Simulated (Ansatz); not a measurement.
Rutile MnF₂, treated with PBE-D4 (plane waves, PAW; Ansatz, a quantum-chemistry and plane-wave program).

Run with plane-wave cutoff 520 eV, 8×8×10 k mesh (along the axes of the cell as run), Fermi–Dirac smearing 0.01 eV, spin-polarised with opposed moments, scalar-relativistic PAW data made under PBE.

Computed at the level's own relaxed cell.

### Question
Give the computed bulk modulus B0, equilibrium volume per atom and band gap.

### Answer

* **bulk modulus B0**: 88.2 GPa
* **equilibrium volume per atom**: 13.21 Å³/atom
* **band gap**: 2.22 eV (indirect)

Measured, for comparison: band gap 9.9 eV (temperature not stated, not corrected to a static lattice, the source doubts the polymorph; as tabulated in Das and Bazhirov (2019), arXiv:1808.05325). Computed (rounded) less measured: band gap not scored (a reference that its source doubts or gives as a wide range).

Note: without U or exact exchange, gaps and moments of open d shells tend to come out too small; the bulk modulus comes from volumes at which shape and atoms were relaxed.

Static lattice: no zero-point or thermal effects.

Cost on a shared machine: about 22 core-minutes (a rough figure).
